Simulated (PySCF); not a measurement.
Compound: 1-ethenyl-1-methylcyclopropane, C6H10.
SMILES with atom numbers: `[CH2:1]=[CH:2][C:3]1([CH3:4])[CH2:5][CH2:6]1`

NICS = −σ at a ghost point: NICS(0) at the centroid of the ring atoms, NICS(1) 1 Å to either side along the normal of their mean plane, zz for the tensor component along that normal. Level: GIAO PBE0/pcSseg-1 (PySCF, non-relativistic, gas phase) on the GFN2-xTB geometry, one conformer.

Ring bond lengths (Å), with Mayer bond orders in brackets: C3–C5 1.510 (0.92), C5–C6 1.493 (0.97), C6–C3 1.510 (0.92).

Question: Give the NICS values of each ring in ppm.

Answer: 
```json
{"ring": "C3–C5–C6", "type": "3-membered carbocycle; formal bonds all single", "NICS(0)": "-44.3", "NICS(1), two faces": "-7.7 / -8.1", "NICS(1)zz, two faces": "-24.0 / -22.6", "rms pucker (Å)": "0.00", "centre to ring atoms, mean (Å)": "0.87"}
```

Question: What do they say, and how far can they be read as aromaticity?

Answer: 
- C3–C5–C6: mean NICS(1)zz -23.3 ppm, shielded. C3, C5, C6 have four or more neighbours; no verdict on aromaticity is drawn. A hydrogen on C5, outside the ring, lies only 1.46 Å from a NICS(1) probe, which then mostly feels that atom. NICS(0) lies 36 ppm below the mean NICS(1).

Question: What is the mean of the two in-plane components of NICS at the second NICS(1) probe listed for ring C3–C5–C6, 1 Å off the ring?

Answer: The isotropic value is a third of the trace: (3 × -8.1 − (-22.6))/2 = -0.8 ppm.

The values belong to the conformer `[CH2:1]=[CH:2][C:3]1([CH3:4])[CH2:5][CH2:6]1`: C1–C2–C3–C4 180°.
